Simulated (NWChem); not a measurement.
All runs are NWChem calculations. System: F$_{2}$, charge 0, spin multiplicity 1, displaced from the optimised geometry. Level: RHF/cc-pVDZ, spin-restricted.

Job file:

```
start mol
memory heap 200 mb stack 800 mb global 1000 mb
geometry units angstroms nocenter noautoz noautosym
  F      0.000000     0.000000     0.688226
  F      0.000000     0.000000    -0.578110
end
basis spherical
  * library cc-pvdz
end
scf
  rhf
  nopen 0
  maxiter 100
  thresh 1e-7
  semidirect memsize 60000000 filesize 0
end
task scf energy
```

NWChem printed:

```
             Northwest Computational Chemistry Package (NWChem) 7.3.0
             --------------------------------------------------------

                                NWChem Input Module
                                -------------------

 Scaling coordinates for geometry "geometry" by  1.889725989
 (inverse scale =  0.529177249)

                             Geometry "geometry" -> ""
                             -------------------------

 Output coordinates in angstroms (scale by  1.889725989 to convert to a.u.)

  No.       Tag          Charge          X              Y              Z
 ---- ---------------- ---------- -------------- -------------- --------------
    1 F                    9.0000     0.00000000     0.00000000     0.68822600
    2 F                    9.0000     0.00000000     0.00000000    -0.57811000

 Effective nuclear repulsion energy (a.u.)      33.8483286971

            Nuclear Dipole moment (a.u.)
            ----------------------------
        X                 Y               Z
 ---------------- ---------------- ----------------
     0.0000000000     0.0000000000     1.8728016026


 Summary of "ao basis" -> "" (spherical)
 ------------------------------------------------------------------------------
       Tag                 Description            Shells   Functions and Types
 ---------------- ------------------------------  ------  ---------------------
 *                          cc-pvdz                   on all atoms

 Summary of "ao basis" -> "ao basis" (spherical)
 ------------------------------------------------------------------------------
       Tag                 Description            Shells   Functions and Types
 ---------------- ------------------------------  ------  ---------------------
 F                          cc-pvdz                  6       14   3s2p1d

                                 NWChem SCF Module
                                 -----------------

  ao basis        = "ao basis"
  functions       =    28
  atoms           =     2
  closed shells   =     9
  open shells     =     0
  charge          =   0.00
[...]
 Vector    8  Occ=2.000000D+00  E=-6.292670D-01
              MO Center= -1.8D-17,  6.7D-17,  5.5D-02, r^2= 8.4D-01
   Bfn.  Coefficient  Atom+Function         Bfn.  Coefficient  Atom+Function
  ----- ------------  ---------------      ----- ------------  ---------------
     5      0.520058  1 F  py                19     -0.520058  2 F  py
     8      0.362694  1 F  py                22     -0.362694  2 F  py

 Vector    9  Occ=2.000000D+00  E=-6.292670D-01
              MO Center= -4.7D-17,  2.0D-17,  5.5D-02, r^2= 8.4D-01
   Bfn.  Coefficient  Atom+Function         Bfn.  Coefficient  Atom+Function
  ----- ------------  ---------------      ----- ------------  ---------------
     4      0.520058  1 F  px                18     -0.520058  2 F  px
     7      0.362694  1 F  px                21     -0.362694  2 F  px

 Vector   10  Occ=0.000000D+00  E= 2.368814D-01
              MO Center=  8.2D-18, -3.2D-18,  5.5D-02, r^2= 9.7D-01
   Bfn.  Coefficient  Atom+Function         Bfn.  Coefficient  Atom+Function
  ----- ------------  ---------------      ----- ------------  ---------------
     9      0.691540  1 F  pz                23      0.691540  2 F  pz
     6      0.501233  1 F  pz                20      0.501233  2 F  pz
     3     -0.478948  1 F  s                 17      0.478948  2 F  s

 Vector   11  Occ=0.000000D+00  E= 1.317995D+00
              MO Center= -4.0D-17, -5.3D-17,  5.5D-02, r^2= 2.0D+00
   Bfn.  Coefficient  Atom+Function         Bfn.  Coefficient  Atom+Function
  ----- ------------  ---------------      ----- ------------  ---------------
     9      1.244816  1 F  pz                23      1.244816  2 F  pz
     6     -0.621722  1 F  pz                20     -0.621722  2 F  pz
     3     -0.545539  1 F  s                 17      0.545539  2 F  s

 Vector   12  Occ=0.000000D+00  E= 1.333731D+00
              MO Center=  1.1D-16,  3.8D-16,  5.5D-02, r^2= 1.2D+00
   Bfn.  Coefficient  Atom+Function         Bfn.  Coefficient  Atom+Function
  ----- ------------  ---------------      ----- ------------  ---------------
     5      0.637571  1 F  py                19      0.637571  2 F  py
     8     -0.608481  1 F  py                22     -0.608481  2 F  py
     4      0.181679  1 F  px                18      0.181679  2 F  px
     7     -0.173390  1 F  px                21     -0.173390  2 F  px

 center of mass
 --------------
 x =   0.00000000 y =   0.00000000 z =   0.10404453

 moments of inertia (a.u.)
 ------------------
          54.397959566332           0.000000000000           0.000000000000
           0.000000000000          54.397959566332           0.000000000000
           0.000000000000           0.000000000000           0.000000000000

  Mulliken analysis of the total density
  --------------------------------------

    Atom       Charge   Shell Charges
 -----------   ------   -------------------------------------------------------
    1 F    9     9.00   2.00  0.93  1.02  3.25  1.78  0.01
    2 F    9     9.00   2.00  0.93  1.02  3.25  1.78  0.01

       Multipole analysis of the density wrt the origin
       ------------------------------------------------

     L   x y z        total         open         nuclear
     -   - - -        -----         ----         -------
     0   0 0 0     -0.000000      0.000000     18.000000

     1   1 0 0      0.000000      0.000000      0.000000
     1   0 1 0     -0.000000      0.000000      0.000000
     1   0 0 1     -0.000000      0.000000      1.872802

     2   2 0 0     -6.870325      0.000000      0.000000
     2   1 1 0      0.000000      0.000000      0.000000
     2   1 0 1     -0.000000      0.000000      0.000000
     2   0 2 0     -6.870325      0.000000      0.000000
     2   0 1 1      0.000000      0.000000      0.000000
     2   0 0 2     -6.737899      0.000000     25.964479

 Task  times  cpu:        0.1s     wall:        0.1s

 Total times  cpu:        0.1s     wall:        0.1s
```
